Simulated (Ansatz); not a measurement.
Cartesian coordinates (Å):
```xyz
1

F      0.0000     0.0000     0.0000
```
Charge 0, spin multiplicity 2.

Calculation: frozen-core CCSD(T)/def2-TZVPP in Ansatz (an electronic-structure program).

The HF energy is -99.41180 Ha and the MP2 correlation energy is -0.19779 Ha.

Estimate the CCSD correlation energy, the (T) correction, the total energy and the T1 diagnostic.


The CCSD correlation energy is -0.20982 Ha, the (T) correction is -0.00343 Ha and the CCSD(T) total energy is -99.62506 Ha. The T1 diagnostic is 0.006.
